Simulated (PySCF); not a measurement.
## Working out the ionisation energy of Ar

Ar [Ar] (1S) → Ar⁺ [Ne] 3s2 3p5 (2P). All numbers are calculated (PySCF 2.14, no relativity, point nucleus, in def2-TZVP (5s5p2d1f, 37 functions)). Frozen: [Ne]. Energies in hartree (1 hartree = 27.21139 eV):

| part | Ar (lower) | Ar⁺ (upper) |
| --- | --- | --- |
| UHF | -526.802760 | -526.267211 |
| CCSD correlation | -0.222299 | -0.188307 |
| (T) | -0.006757 | -0.005278 |

Problem. What does Hartree-Fock give?

Solution. (-526.267211) − (-526.802760) = 0.535549 hartree = 14.573 eV.

Problem. What do CCSD and CCSD(T) give?

Solution. The CCSD correlation energies differ by 0.033992 hartree = 0.925 eV and the triples by 0.001479 hartree = 0.040 eV, so CCSD gives 15.498 eV and CCSD(T) 15.538 eV.

Measured between the centres of the two terms (NIST): 15.819 eV, so CCSD(T) (valence) is off by -0.281 eV.

What remains against the reference includes basis incompleteness, the frozen core and higher excitations.
